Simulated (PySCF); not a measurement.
# AlH⁺: frontier orbitals

M06-2X at R = 1.649 Å; Al 3-21G, H 3-21G; no relativity (PySCF 2.14). State: ²Σ⁺ (doublet), unpaired electrons σ ↑. Only the outer orbitals are listed, counted within each symmetry.

```json
{"spin": "α", "orbital": "4σ", "occ.": "1", "ε (eV)": "-19.67", "on Al (%)": "57", "main shells (%)": "54 Al s, 43 H s"}
{"spin": "α", "orbital": "5σ", "occ.": "1", "ε (eV)": "-14.97", "on Al (%)": "74", "main shells (%)": "37 Al s, 37 Al p, 26 H s"}
{"spin": "α", "orbital": "2π", "occ.": "0", "ε (eV)": "-7.70", "on Al (%)": "100", "main shells (%)": "100 Al p"}
{"spin": "α", "orbital": "2π", "occ.": "0", "ε (eV)": "-7.70", "on Al (%)": "100", "main shells (%)": "100 Al p"}
{"spin": "α", "orbital": "6σ", "occ.": "0", "ε (eV)": "-3.33", "on Al (%)": "76", "main shells (%)": "67 Al p, 24 H s, 9 Al s"}
{"spin": "β", "orbital": "4σ", "occ.": "1", "ε (eV)": "-18.24", "on Al (%)": "67", "main shells (%)": "59 Al s, 33 H s"}
{"spin": "β", "orbital": "5σ", "occ.": "0", "ε (eV)": "-10.34", "on Al (%)": "83", "main shells (%)": "52 Al p, 31 Al s, 17 H s"}
{"spin": "β", "orbital": "2π", "occ.": "0", "ε (eV)": "-7.64", "on Al (%)": "100", "main shells (%)": "100 Al p"}
{"spin": "β", "orbital": "2π", "occ.": "0", "ε (eV)": "-7.64", "on Al (%)": "100", "main shells (%)": "100 Al p"}
```

Q: Which are the highest filled and the lowest empty level, where do they sit, and how wide is the gap?

A: Highest filled α 5σ at -14.97 eV (in %: 37 Al s, 37 Al p, 26 H s); lowest empty β 5σ at -10.34 eV (in %: 52 Al p, 31 Al s, 17 H s); the gap at M06-2X is 4.63 eV.

The bond order (Mayer) is 0.87. The ⟨S²⟩ is 0.758, the charge on Al (Mulliken, basis-dependent) is 1.01 and the charge on Al (Löwdin, basis-dependent) is 0.96. The dipole moment (positive dipole points towards H; it is taken about the centre of mass and depends on that origin) is -0.37 D.

3-21G is very small, so such numbers show the basis as much as the molecule. The state is the lowest determinant that a PBE0 search found; another state may lie lower at other levels.
